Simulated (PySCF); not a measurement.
First SCF of a structure search on singlet FSN, at a hand-made linear geometry. PySCF input:

```python
from pyscf import gto, scf, dft
mol = gto.M(atom='''
S      0.000000     0.000000     0.000000
N      0.000000     0.000000    -1.540000
F      0.000000     0.000000     1.670000''',
    basis={'S': 'def2-TZVP', 'N': 'def2-TZVP', 'F': 'def2-TZVP'},
    charge=0, spin=0)
mf = dft.RKS(mol, xc='PBE')
mf.grids.atom_grid = (50, 194)
aux = {'S': 'def2-universal-JKFIT', 'N': 'def2-universal-JKFIT', 'F': 'def2-universal-JKFIT'}
mf = mf.density_fit(auxbasis=aux)
mf.conv_tol = 1e-08
mf.diis_space = 10
mf.max_cycle = 60
mf.init_guess = 'minao'
mf.verbose = 4
mf.kernel()
```

Excerpt of the output (cycles and frontier levels):

```
init E= -552.731055647022
  HOMO = -0.269554026344927  LUMO = -0.157610302440642  gap/eV = 3.04614
cycle= 1 E= -552.364996654278  delta_E= 0.366  |g|= 0.654  |ddm|= 2.25
  HOMO = -0.189272912024051  LUMO = -0.14434127679981  gap/eV = 1.22265
cycle= 2 E= -550.048507612109  delta_E= 2.32  |g|= 3.59  |ddm|= 1.69
  HOMO = -0.229912489711552  LUMO = -0.144511358005986  gap/eV = 2.32388
cycle= 3 E= -552.151634089718  delta_E= -2.1  |g|= 1.03  |ddm|= 1.58
  HOMO = -0.248652421688824  LUMO = -0.171379239863667  gap/eV = 2.10271
cycle= 4 E= -552.378275767737  delta_E= -0.227  |g|= 0.531  |ddm|= 0.869
  HOMO = -0.253121331951604  LUMO = -0.175607884547601  gap/eV = 2.10925
cycle= 5 E= -552.433873413228  delta_E= -0.0556  |g|= 0.158  |ddm|= 0.215
  HOMO = -0.251817650630599  LUMO = -0.1721440307216  gap/eV = 2.16803
cycle= 6 E= -552.439016765169  delta_E= -0.00514  |g|= 0.0489  |ddm|= 0.0763
  HOMO = -0.252438912916013  LUMO = -0.172032379447645  gap/eV = 2.18797
cycle= 7 E= -552.439552149611  delta_E= -0.000535  |g|= 0.00389  |ddm|= 0.0258
  HOMO = -0.252367825520764  LUMO = -0.172003334536621  gap/eV = 2.18683
cycle= 8 E= -552.439554705409  delta_E= -2.56e-06  |g|= 0.00163  |ddm|= 0.00184
  HOMO = -0.252396596748973  LUMO = -0.172027255448713  gap/eV = 2.18696
cycle= 9 E= -552.439555269113  delta_E= -5.64e-07  |g|= 0.000416  |ddm|= 0.000724
  HOMO = -0.252383347113359  LUMO = -0.172012521019678  gap/eV = 2.18700
cycle= 10 E= -552.439555309938  delta_E= -4.08e-08  |g|= 5.16e-05  |ddm|= 0.000206
  HOMO = -0.252385789609079  LUMO = -0.172014715103997  gap/eV = 2.18701
cycle= 11 E= -552.439555310554  delta_E= -6.16e-10  |g|= 6.42e-06  |ddm|= 3.66e-05
  HOMO = -0.252384904602081  LUMO = -0.172014219008193  gap/eV = 2.18700
Extra cycle  E= -552.439555310423  delta_E= 1.31e-10  |g|= 2.5e-05  |ddm|= 1.52e-05
converged SCF energy = -552.439555310423
```

No lower solution of this spin was found by a stability analysis within the restricted form, which does not test spin polarisation.

The search for the lowest solution, with the stability check, took 2.7 s on 2 threads of a shared Arm Neoverse V1 host, with 99 basis functions; the process peaked at 0.28 GiB. Launch command: `OMP_NUM_THREADS=2 python axn.py task.json out`.
